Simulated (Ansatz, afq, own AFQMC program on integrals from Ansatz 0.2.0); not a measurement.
Where AFQMC and coupled cluster stand for AlH$_{4}$, doublet

```xyz
5

Al   -0.1028    0.0744   -0.1292
H     0.4058    0.0761    1.9894
H    -0.3600    0.0654    1.9600
H     0.6904    1.4576   -0.1852
H     2.0155   -3.5919   -0.3059
```

Basis 6-31G. Noble-gas cores (and the filled d shells of Ga–Kr and In–Xe) are frozen. Integrals, coupled cluster, full CI and functionals: Ansatz 0.2.0; the random walks run on the same integrals in our own AFQMC program. ph-AFQMC/CISD is guided by a CISD state made of CCSD amplitudes; releasing the constraint for a short imaginary time cuts its bias at the price of noise, slowly where states lie close. ± is one standard error of the sampling.

Determinant: ROHF, the one that the program's search chose, which needn't be the lowest solution. The geometry is a point of a scan.

Full CI on the same integrals is exact in this basis and with this determinant's frozen core.

Cautions: the ph-AFQMC/CISD walk drifts between its halves (2.3 errors).

- T1 diagnostic: 0.0120
- weight of the determinant in the CISD state: 0.922
- size of the correlated space: 7 electrons in 16 orbitals

```tsv
level	correlation energy (eV)
MP2	-1.2905
CCSD	-1.9304
CCSD(T)	-1.9435
```

Problem. Estimate where full CI lies against CCSD(T) on the same integrals.

Solution. 6.7 meV below CCSD(T).

Reference: full CI, correlation energy -1.950 eV. The released energy is read at 2.40 1/Eh (meV from the phaseless value at times in 1/Eh: -1.0 ± 0.6 at 0.24, -0.7 ± 0.6 at 0.51, -1.5 ± 0.7 at 0.99, -1.4 ± 0.4 at 1.62, -2.1 ± 0.6 at 2.40).

| level | E − E(reference) (meV) | share of correlation (%) |
| --- | --- | --- |
| CCSD(T) | 6.7 | 99.66 |
| CCSDT | 1.6 | 99.92 |
| CCSDT(Q) | 0.5 | 99.98 |
| CCSDTQ | 0.0 | 100.00 |
| ph-AFQMC/CISD | 2.0 ± 0.7 | 99.90 |
| released AFQMC | -0.1 ± 0.6 | 100.01 |

CCSDT and higher add their correlation energy to the determinant of the CCSD(T) run, since their own runs factorise the integrals more tightly (a shift of under 2 meV). Released energies are given only where the last usable release times agree within the noise; a slower fall can still hide under it.
